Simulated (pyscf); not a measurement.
Thermochemistry of product channels of H₂N–AlH₂ (SMILES [NH2][AlH2]) + CH₃• (SMILES [CH3]) on the doublet surface, in kJ/mol, from ωB97M-D3(BJ)/def2-TZVP energies (ideal gas, 1 atm, RRHO with modes under 100 cm⁻¹ raised to 100, one conformer, R ln 2 for rigid chiral ones). PySCF, gas phase, ωB97X-D3(BJ)/def2-SVP geometries.

```tsv
products	ΔE	ΔH(298 K)	ΔG(298 K)	ΔG(600 K)
[H₂N–AlH]• (SMILES [NH2][AlH]) + CH₄ (SMILES C)	-88.8	-71.2	-70.2	-67.9
[H₃C–Al–NH₂]• (SMILES [CH3][Al][NH2]) + H₂ (SMILES [H][H])	-60.8	-53.5	-50.2	-47.7
```

These are energies of the channels, which say nothing of barriers.
